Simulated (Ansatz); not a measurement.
## NH⁻, quartet: the ladder up to full CI

Geometry: a point of a stretch scan, not a stationary point.

```yaml
atoms:
  - { symbol: N, position_ang: [0.0000, 0.0000, 0.0000] }
  - { symbol: H, position_ang: [0.0000, 0.0000, 3.7160] }
```

Basis 6-31++G** (Cartesian d functions); Ansatz 0.2.0. Only valence electrons are correlated (noble-gas cores frozen), which leaves 7 electrons in 24 orbitals. Prefix R: restricted or restricted open-shell reference; prefix U: unrestricted. Active spaces: valence = (7e, 5o) chosen from the atoms' valence shells.

Full CI is exact within this basis and frozen core; it isn't the basis-set limit. The frozen core follows each run's orbitals, which can shift R against U totals by a few meV.

For open shells CISD is restricted-active-space CI with the open shells as a complete middle space.

The UHF ⟨S²⟩ is 3.776, the T1 diagnostic (RCCSD) is 0.0316 and the largest doubles amplitude (RCCSD) is 0.144. The T1 diagnostic (UCCSD) is 0.0299.

```csv
level,E − E(full CI) (kJ/mol),share of correlation (%),wall time
RHF,315.9,0.00,–
UHF,306.4,3.01,–
RMP2,72.7,76.99,–
UMP2,71.6,77.34,–
CISD,16.1,94.89,0.87 s
RCCSD,4.1,98.71,–
UCCSD,3.7,98.83,–
RCCSD(T),1.2,99.63,0.9 s
UCCSD(T),0.8,99.75,0.81 s
BCCD(T),1.2,99.63,1 s
RCCSDT,0.0,99.99,–
UCCSDT,-0.2,100.08,–
RCCSDT(Q),-0.1,100.03,3.9 s
UCCSDT(Q),-0.4,100.12,3.2 s
CASSCF (valence space),315.9,0.00,–
NEVPT2 (valence space),86.2,72.73,0.27 s
NEVPT4(SD) (valence space),15.4,95.12,0.51 s
MRCISD (valence space),18.0,94.31,–
MRCISD+Q (valence space),-0.6,100.19,0.51 s
```

The correlation energy at full CI, counted from RHF, is -3.274 eV. That run took 37 s on 1 thread of AMD EPYC 7B13, shared host over 2,943,076 determinants.

Times hold each run's SCF and search for its determinant on a shared host, so for small cases they say little of a method's own cost; they ran on 1 thread of AMD EPYC 7B13.

More than 5 meV below full CI, which no variational method can be: MRCISD+Q (valence space).

The full-CI state has the irrep A2 of C2v, in the program's axes (one component, if the state is degenerate).

Natural occupations of full CI about the gap: 1.968 1.908 0.999 0.993 0.993 0.080 0.012 0.008 0.007 0.007; effectively unpaired electrons, Σ n²(2−n)², 3.06.
